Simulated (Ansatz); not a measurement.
# Ce3S4 (I-43d, No. 220; cell taken from a computed entry)

Computed with r²SCAN+rVV10 in Ansatz (PAW).

Run with plane-wave cutoff 500 eV, 8×8×8 k mesh, Fermi–Dirac smearing 0.05 eV, spin-polarised start, scalar-relativistic PAW data made under PBE.

Cell: relaxed at this level.

```
Quantity                     Value
-------------------  -------------
volume per atom      22.99 Å³/atom
lattice parameter a        8.635 Å
```

Note: the magnetic order was assumed, not searched for or taken from measurement; the relaxation could not lower the start's symmetry, so the cell can be a saddle point above a distorted one; the 4f shell is treated without U or exact exchange, so its levels and filling can be wrong.

Spin–orbit coupling is not included.

The result took roughly 40 core-minutes.

Ansatz is a first-principles code.
